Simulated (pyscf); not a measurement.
## Hydrogen abstraction: `[CH2]=[CH2]` + `[NH2]` [doublet] → `[CH]=[CH2]` [doublet] + `[NH3]`

Gas phase, doublet surface, charge 0. Bonds broken: C1–H3. Bonds formed: H3–N7. Optimised with ωB97X-D3(BJ)/def2-SVP in PySCF. MP2 and CC: frozen core, UHF for open shells. ΔMP2 is the change of the MP2 total energy from the triple- to the quadruple-zeta basis.

Transition state (Å):

```xyz
9

C     -0.0158     0.7035    -0.1227
C      0.9221    -0.2142    -0.3013
H     -1.1471     0.3147     0.4995
H      0.0168     1.7527    -0.4390
H      0.7970    -1.2429     0.0589
H      1.8600     0.0128    -0.8262
N     -1.9866     0.1258     1.3699
H     -1.3776    -0.1194     2.1616
H     -2.2548     1.0972     1.5767
```

One imaginary mode, 1729i cm⁻¹; descent along it reached the two sides named.

```csv
bond,change,reactant side (Å),saddle,product side
C1–H3,breaks,1.096,1.348,3.0
H3–N7,forms,2.530,1.224,1.021
```

Electronic energies relative to the separated reactants (kJ/mol):

```tsv
level	barrier	reaction energy	reverse barrier
ωB97X-D3(BJ)/def2-TZVP	57.0	+17.7	39.3
PBE/def2-TZVP	18.6	+3.8	14.8
r²SCAN/def2-TZVP	36.1	+8.6	27.4
B3LYP-D3(BJ)/def2-TZVP	44.7	+15.5	29.2
PBE0-D3(BJ)/def2-TZVP	41.0	+11.5	29.5
M06-2X/def2-TZVP	55.2	+8.3	47.0
ωB97M-D3(BJ)/def2-TZVP	58.0	+14.7	43.3
HF/def2-TZVP	139.3	+31.4	107.9
MP2/def2-QZVPP	86.0	+28.6	57.4
CCSD/def2-TZVPP	77.6	+18.7	58.9
CCSD(T)/def2-TZVPP	66.3	+16.8	49.5
CCSD(T)/def2-TZVPP + ΔMP2(QZVPP)	65.2	+14.6	50.7
```

With CCSD(T)/def2-TZVPP + ΔMP2(QZVPP) energies and thermal terms (ideal gas, 1 atm, RRHO with modes under 100 cm⁻¹ raised to 100, one conformer, R ln 2 for chiral ones without a mode under 150 cm⁻¹), in kJ/mol:

```
T (K)   ΔH‡    ΔG‡     ΔH     ΔG
-----  ----  -----  -----  -----
298    59.1   93.8  +17.1  +13.4
600    61.1  128.4  +17.7   +9.4
900    64.4  161.4  +17.8   +5.3
1200   68.0  193.2  +17.7   +1.1
```

This is the saddle that the search found; another between the same sides may lie lower. The angle at the transferred H is 161°. The CCSD(T) − MP2 part came from Ansatz, without density fitting, on the same reference. A UHF reference is spin-contaminated (<S²> up to 0.96), which harms MP2 most.
